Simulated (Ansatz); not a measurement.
# CH7ClSi: the cost of one run

Program: Ansatz 0.2.0. Level of theory: RKS PBE-D4/def2-SVP. These are calculated values, not measurements.

## (1) The starting structure

Bond lengths: Si1–H3 1.458 Å, Si1–H4 1.478 Å, Si1–C5 1.895 Å, Si1–Cl7 2.488 Å, C5–H8 1.086 Å, C5–H9 1.086 Å, C5–H10 1.086 Å. Angles: H3–Si1–H4 103.9°, H3–Si1–C5 125.1°, H3–Si1–Cl7 115.9°, H4–Si1–C5 105.9°, H4–Si1–Cl7 89.8°, C5–Si1–Cl7 109.2°, Si1–C5–H8 111.5°, Si1–C5–H9 110.7°, Si1–C5–H10 111.6°, H8–C5–H9 107.5°, H8–C5–H10 107.6°, H9–C5–H10 107.7°.

Structure file:

```xyz
10

Si   -0.6648   -0.0976   -0.4255
H     0.9191   -1.0249   -0.8275
H    -1.2837   -1.3300   -0.8998
H    -1.7371    0.9112   -0.5541
C     0.0831    0.1541    1.2978
H     1.2865   -0.3837   -1.4660
Cl    0.6933    1.1482   -2.0972
H     0.2933   -0.7939    1.7832
H    -0.6022    0.7030    1.9362
H     1.0125    0.7137    1.2530
```

## (2) Pulling towards end A

Springs on the bonds that form and break draw the guess towards this end; the thresholds are loose.

input.yaml

```yaml
crystal:
  periodic: [false, false, false]
  atoms:
    - { symbol: Si, position_ang: [-0.6648, -0.0976, -0.4255] }
    - { symbol: H, position_ang: [0.9191, -1.0249, -0.8275] }
    - { symbol: H, position_ang: [-1.2837, -1.33, -0.8998] }
    - { symbol: H, position_ang: [-1.7371, 0.9112, -0.5541] }
    - { symbol: C, position_ang: [0.0831, 0.1541, 1.2978] }
    - { symbol: H, position_ang: [1.2865, -0.3837, -1.466] }
    - { symbol: Cl, position_ang: [0.6933, 1.1482, -2.0972] }
    - { symbol: H, position_ang: [0.2933, -0.7939, 1.7832] }
    - { symbol: H, position_ang: [-0.6022, 0.703, 1.9362] }
    - { symbol: H, position_ang: [1.0125, 0.7137, 1.253] }
basis:
  gaussian: { orbitals: def2-SVP }
hamiltonian:
  xc: pbe
  dispersion: d4
relax:
  f_tol: 0.15
  max_steps: 25
  restrain:
    - { distance: [0, 6], at: 3.43, k: 30.0 }
    - { distance: [5, 1], at: 1.92, k: 30.0 }
    - { distance: [0, 1], at: 1.42, k: 30.0 }
    - { distance: [5, 6], at: 1.33, k: 30.0 }
output:
  orbitals: {}
```

Command:

```
ansatz run input.yaml --threads 2 --pin off --max-ram 3072MiB --backend cpu --events-out ev --progress --plain --runs-dir out
```

What time and memory should one allow on 2 threads of Arm Neoverse V1, shared host?

About 19 s, with a peak of 0.12 GiB.
